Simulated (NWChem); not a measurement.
The numbers come from NWChem runs, not from measurements. System: CH2O, charge 1, spin multiplicity 2, at the geometry of a parent with another charge or spin, in a state set for the comparison that need not be this species' ground state. Its SCF solution wasn't tested for a lower state. Level: UHF/STO-3G.

The NWChem input:

```
start mol
memory heap 200 mb stack 900 mb global 1100 mb
charge 1
geometry units angstroms nocenter noautoz
  C      0.000000     0.000000     0.524395
  O      0.000000     0.000000    -0.675291
  H     -0.944727     0.000000     1.127981
  H      0.944727     0.000000     1.127981
  symmetry group C2v
end
basis spherical
  * library sto-3g
end
scf
  uhf
  nopen 1
  maxiter 100
  thresh 1e-7
  semidirect memsize 60000000 filesize 0
  # guess.movecs holds the orbitals of an unrestricted PBE0 run
  vectors input guess.movecs output mol.movecs
end
task scf energy
```

Output (cleaned and shortened):

```
             Northwest Computational Chemistry Package (NWChem) 7.3.0
             --------------------------------------------------------

                                NWChem Input Module
                                -------------------

 Scaling coordinates for geometry "geometry" by  1.889725989
 (inverse scale =  0.529177249)

 Turning off AUTOSYM since
 SYMMETRY directive was detected!

                             Geometry "geometry" -> ""
                             -------------------------

 Output coordinates in angstroms (scale by  1.889725989 to convert to a.u.)

  No.       Tag          Charge          X              Y              Z
 ---- ---------------- ---------- -------------- -------------- --------------
    1 C                    6.0000     0.00000000     0.00000000     0.52439500
    2 O                    8.0000     0.00000000     0.00000000    -0.67529100
    3 H                    1.0000    -0.94472700     0.00000000     1.12798100
    4 H                    1.0000     0.94472700     0.00000000     1.12798100

 Effective nuclear repulsion energy (a.u.)      31.2760464565

            Nuclear Dipole moment (a.u.)
            ----------------------------
        X                 Y               Z
 ---------------- ---------------- ----------------
     0.0000000000     0.0000000000     0.0000075589

      Symmetry information
      --------------------

 Group name             C2v
 Group number             16
 Group order               4
 No. of unique centers     3

      Symmetry unique atoms

     1    2    3


 Summary of "ao basis" -> "" (spherical)
 ------------------------------------------------------------------------------
       Tag                 Description            Shells   Functions and Types
 ---------------- ------------------------------  ------  ---------------------
 *                           sto-3g                   on all atoms

 Summary of "ao basis" -> "ao basis" (spherical)
 ------------------------------------------------------------------------------
       Tag                 Description            Shells   Functions and Types
 ---------------- ------------------------------  ------  ---------------------
 C                           sto-3g                  3        5   2s1p
 O                           sto-3g                  3        5   2s1p
 H                           sto-3g                  1        1   1s

                                 NWChem SCF Module
                                 -----------------

  ao basis        = "ao basis"
  functions       =    12
  atoms           =     4
  alpha electrons =     8
  beta  electrons =     7
  charge          =   1.00
  wavefunction    = UHF
  use symmetry    = T
  symmetry adapt  = T

 Summary of "ao basis" -> "ao basis" (spherical)
 ------------------------------------------------------------------------------
       Tag                 Description            Shells   Functions and Types
 ---------------- ------------------------------  ------  ---------------------
 C                           sto-3g                  3        5   2s1p
 O                           sto-3g                  3        5   2s1p
 H                           sto-3g                  1        1   1s

      Symmetry analysis of basis
      --------------------------

        a1          7
        a2          0
        b1          3
        b2          2

 Forming initial guess at       0.0s

   Symmetry analysis of molecular orbitals - initial alpha
   -------------------------------------------------------

  Numbering of irreducible representations:

     1 a1          2 a2          3 b1          4 b2

  Orbital symmetries:

     1 a1          2 a1          3 a1          4 a1          5 b1
     6 a1          7 b2          8 b1          9 b2         10 a1
    11 b1         12 a1

   Symmetry analysis of molecular orbitals - initial beta
   ------------------------------------------------------

  Numbering of irreducible representations:

     1 a1          2 a2          3 b1          4 b2

  Orbital symmetries:

     1 a1          2 a1          3 a1          4 a1          5 b1
     6 a1          7 b2          8 b1          9 b2         10 a1
    11 b1         12 a1

 Starting SCF solution at       0.0s

 ----------------------------------------------
         Quadratically convergent UHF

 Convergence threshold     :          1.000E-07
 Maximum no. of iterations :          100
 Integral*density screening:          1.000E-09
 ----------------------------------------------

              iter       energy          gnorm     gmax       time
             ----- ------------------- --------- --------- --------
                 1     -112.0673686632  2.09D-01  8.10D-02      0.1
                 2     -112.0807074447  5.24D-02  4.03D-02      0.1
                 3     -112.0824255508  3.55D-03  2.25D-03      0.1
                 4     -112.0824359588  2.52D-05  1.53D-05      0.1
                 5     -112.0824359592  7.35D-09  3.89D-09      0.2

       Final UHF  results
       ------------------

         Total SCF energy =   -112.082435959205
      One electron energy =   -208.674725804392
      Two electron energy =     65.316243388656
 Nuclear repulsion energy =     31.276046456530

                       Sz =      0.5000
                 Sz(Sz+1) =      0.7500
                      S^2 =      0.8455

        Time for solution =      0.1s

       Symmetry analysis of molecular orbitals - alpha
       -----------------------------------------------

  Numbering of irreducible representations:

     1 a1          2 a2          3 b1          4 b2

  Orbital symmetries:

     1 a1          2 a1          3 a1          4 a1          5 b1
     6 a1          7 b2          8 b1          9 b2         10 a1
    11 b1         12 a1

       Symmetry analysis of molecular orbitals - beta
       ----------------------------------------------

  Numbering of irreducible representations:

     1 a1          2 a2          3 b1          4 b2

  Orbital symmetries:

     1 a1          2 a1          3 a1          4 a1          5 a1
     6 b1          7 b2          8 b1          9 b2         10 a1
    11 b1         12 a1

          Final alpha eigenvalues
          -----------------------

              1
    1  -20.9745
    2  -11.5920
    3   -1.9107
    4   -1.2076
    5   -1.1299
    6   -1.0291
    7   -1.0013
    8   -0.8586
    9   -0.1390
   10    0.2319
   11    0.3096
   12    0.4421

          Final beta eigenvalues
          ----------------------

              1
    1  -20.9396
    2  -11.6045
    3   -1.7659
    4   -1.1790
    5   -0.9807
    6   -0.9749
    7   -0.8939
    8   -0.1926
    9   -0.1526
   10    0.2488
   11    0.3539
   12    0.4688

                    UHF Final Alpha Molecular Orbital Analysis
                    ------------------------------------------

 Vector    6  Occ=1.000000D+00  E=-1.029060D+00  Symmetry=a1
              MO Center=  1.9D-15,  9.6D-17, -1.2D-02, r^2= 1.4D+00
   Bfn.  Coefficient  Atom+Function         Bfn.  Coefficient  Atom+Function
  ----- ------------  ---------------      ----- ------------  ---------------
    10      0.644881  2 O  pz                 5     -0.454923  1 C  pz
     7     -0.342354  2 O  s                 11     -0.204992  3 H  s
    12     -0.204992  4 H  s

 Vector    7  Occ=1.000000D+00  E=-1.001283D+00  Symmetry=b2
              MO Center=  5.5D-31, -6.7D-17, -5.1D-01, r^2= 6.2D-01
   Bfn.  Coefficient  Atom+Function         Bfn.  Coefficient  Atom+Function
  ----- ------------  ---------------      ----- ------------  ---------------
     9      0.888166  2 O  py                 4      0.306061  1 C  py

 Vector    8  Occ=1.000000D+00  E=-8.586179D-01  Symmetry=b1
              MO Center= -3.6D-16, -2.3D-32,  4.2D-01, r^2= 1.5D+00
   Bfn.  Coefficient  Atom+Function         Bfn.  Coefficient  Atom+Function
  ----- ------------  ---------------      ----- ------------  ---------------
     8      0.622134  2 O  px                 3     -0.468593  1 C  px
    11      0.396495  3 H  s                 12     -0.396495  4 H  s

 Vector    9  Occ=0.000000D+00  E=-1.390438D-01  Symmetry=b2
              MO Center= -6.6D-34,  2.1D-18,  3.6D-01, r^2= 8.6D-01
   Bfn.  Coefficient  Atom+Function         Bfn.  Coefficient  Atom+Function
  ----- ------------  ---------------      ----- ------------  ---------------
     4      0.977402  1 C  py                 9     -0.510047  2 O  py

 Vector   10  Occ=0.000000D+00  E= 2.319339D-01  Symmetry=a1
              MO Center= -2.1D-17, -5.2D-17,  9.6D-01, r^2= 1.4D+00
   Bfn.  Coefficient  Atom+Function         Bfn.  Coefficient  Atom+Function
  ----- ------------  ---------------      ----- ------------  ---------------
     2      1.328969  1 C  s                 11     -0.865554  3 H  s
    12     -0.865554  4 H  s                  5      0.305528  1 C  pz
    10     -0.303490  2 O  pz                 7     -0.238164  2 O  s
     1     -0.214118  1 C  s

 Vector   11  Occ=0.000000D+00  E= 3.095654D-01  Symmetry=b1
              MO Center= -1.2D-17,  1.3D-33,  8.1D-01, r^2= 1.3D+00
   Bfn.  Coefficient  Atom+Function         Bfn.  Coefficient  Atom+Function
  ----- ------------  ---------------      ----- ------------  ---------------
     3      1.114510  1 C  px                11      0.849781  3 H  s
    12     -0.849781  4 H  s                  8     -0.270684  2 O  px

                     UHF Final Beta Molecular Orbital Analysis
                     -----------------------------------------

 Vector    5  Occ=1.000000D+00  E=-9.806610D-01  Symmetry=a1
              MO Center= -1.1D-17, -1.3D-19, -3.0D-01, r^2= 1.2D+00
   Bfn.  Coefficient  Atom+Function         Bfn.  Coefficient  Atom+Function
  ----- ------------  ---------------      ----- ------------  ---------------
    10      0.671946  2 O  pz                 7     -0.477884  2 O  s
     5     -0.458050  1 C  pz

 Vector    6  Occ=1.000000D+00  E=-9.749486D-01  Symmetry=b1
              MO Center= -1.4D-16,  1.3D-31,  6.0D-01, r^2= 1.1D+00
   Bfn.  Coefficient  Atom+Function         Bfn.  Coefficient  Atom+Function
  ----- ------------  ---------------      ----- ------------  ---------------
     3      0.683977  1 C  px                11     -0.278138  3 H  s
    12      0.278138  4 H  s                  8      0.199437  2 O  px

 Vector    7  Occ=1.000000D+00  E=-8.939371D-01  Symmetry=b2
              MO Center= -1.6D-31,  5.3D-17, -1.9D-01, r^2= 8.6D-01
   Bfn.  Coefficient  Atom+Function         Bfn.  Coefficient  Atom+Function
  ----- ------------  ---------------      ----- ------------  ---------------
     9      0.704388  2 O  py                 4      0.573733  1 C  py

 Vector    8  Occ=0.000000D+00  E=-1.925654D-01  Symmetry=b1
              MO Center= -2.8D-17,  2.7D-33, -3.0D-01, r^2= 1.2D+00
   Bfn.  Coefficient  Atom+Function         Bfn.  Coefficient  Atom+Function
  ----- ------------  ---------------      ----- ------------  ---------------
     8      0.903525  2 O  px                11      0.374036  3 H  s
    12     -0.374036  4 H  s

 Vector    9  Occ=0.000000D+00  E=-1.526228D-01  Symmetry=b2
              MO Center= -5.5D-34, -3.9D-18,  5.4D-02, r^2= 9.7D-01
   Bfn.  Coefficient  Atom+Function         Bfn.  Coefficient  Atom+Function
  ----- ------------  ---------------      ----- ------------  ---------------
     4      0.848421  1 C  py                 9     -0.743522  2 O  py

 Vector   10  Occ=0.000000D+00  E= 2.488388D-01  Symmetry=a1
              MO Center=  1.7D-15, -4.4D-17,  9.9D-01, r^2= 1.4D+00
   Bfn.  Coefficient  Atom+Function         Bfn.  Coefficient  Atom+Function
  ----- ------------  ---------------      ----- ------------  ---------------
     2      1.278146  1 C  s                 11     -0.884503  3 H  s
    12     -0.884503  4 H  s                  5      0.323248  1 C  pz
    10     -0.283953  2 O  pz                 7     -0.221298  2 O  s
     1     -0.200631  1 C  s

 center of mass
 --------------
 x =   0.00000000 y =   0.00000000 z =  -0.14072648

 moments of inertia (a.u.)
 ------------------
          46.395313941441           0.000000000000           0.000000000000
           0.000000000000          52.819608559912           0.000000000000
           0.000000000000           0.000000000000           6.424294618471

  Mulliken analysis of the total density
  --------------------------------------

    Atom       Charge   Shell Charges
 -----------   ------   -------------------------------------------------------
    1 C    6     5.77   1.99  1.19  2.58
    2 O    8     7.79   2.00  1.89  3.90
    3 H    1     0.72   0.72
    4 H    1     0.72   0.72

  Mulliken analysis of the alpha density
  --------------------------------------

    Atom       Charge   Shell Charges
 -----------   ------   -------------------------------------------------------
    1 C    6     2.63   1.00  0.55  1.08
    2 O    8     4.52   1.00  0.97  2.55
    3 H    1     0.43   0.43
    4 H    1     0.43   0.43

   Mulliken analysis of the beta density
   -------------------------------------

    Atom       Charge   Shell Charges
 -----------   ------   -------------------------------------------------------
    1 C    6     3.14   1.00  0.64  1.50
    2 O    8     3.27   1.00  0.93  1.35
    3 H    1     0.29   0.29
    4 H    1     0.29   0.29

   Mulliken analysis of the spin density
   -------------------------------------

    Atom       Charge   Shell Charges
 -----------   ------   -------------------------------------------------------
    1 C    6    -0.51  -0.00 -0.08 -0.43
    2 O    8     1.24   0.00  0.04  1.20
    3 H    1     0.13   0.13
    4 H    1     0.13   0.13

       Multipole analysis of the density wrt the origin
       ------------------------------------------------

     L   x y z        total         alpha         beta         nuclear
     -   - - -        -----         -----         ----         -------
     0   0 0 0      1.000000     -8.000000     -7.000000     16.000000

     1   1 0 0      0.000000      0.000000     -0.000000      0.000000
     1   0 1 0     -0.000000     -0.000000     -0.000000      0.000000
     1   0 0 1      1.004721      1.212627     -0.207914      0.000008

     2   2 0 0     -5.511209     -6.727306     -5.158318      6.374415
     2   1 1 0     -0.000000      0.000000     -0.000000      0.000000
     2   1 0 1     -0.000000      0.000000     -0.000000      0.000000
     2   0 2 0     -7.144688     -3.631162     -3.513526      0.000000
     2   0 1 1     -0.000000     -0.000000     -0.000000      0.000000
     2   0 0 2     -5.271720    -18.130521    -15.148222     28.007023

 Task  times  cpu:        0.1s     wall:        0.1s

 Total times  cpu:        0.2s     wall:        0.2s
```
